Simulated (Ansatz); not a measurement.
Input for Ansatz (development build ahead of 0.2.0):

```yaml
crystal:
  periodic: [false, false, false]
  atoms:
    - { symbol: C, position_ang: [0.02517, -0.02407, -0.83503] }
    - { symbol: C, position_ang: [0.05722, -0.01535, 0.76501] }
    - { symbol: H, position_ang: [-0.02561, -0.98268, -1.18706] }
    - { symbol: H, position_ang: [-0.92419, 0.53138, -1.1187] }
    - { symbol: H, position_ang: [0.90164, 0.58808, -1.18272] }
    - { symbol: H, position_ang: [-0.0199, 1.02854, 1.1778] }
    - { symbol: H, position_ang: [-0.94551, -0.49536, 1.21685] }
    - { symbol: H, position_ang: [0.90674, -0.53161, 1.17656] }
basis:
  gaussian: { orbitals: STO-3G }
hamiltonian:
  xc: hf
correlation:
  method: mp2
  frozen_orbitals: { C: 1, H: 0 }
```

The input is written out in the form of the current development build from the run's settings.

The run gave:

* Converged: yes
* Reference energy: -78.28113 hartree
* Correlation energy: -0.11264 hartree
* Total energy: -78.39377 hartree
* Spin squared of the determinant: 0.000
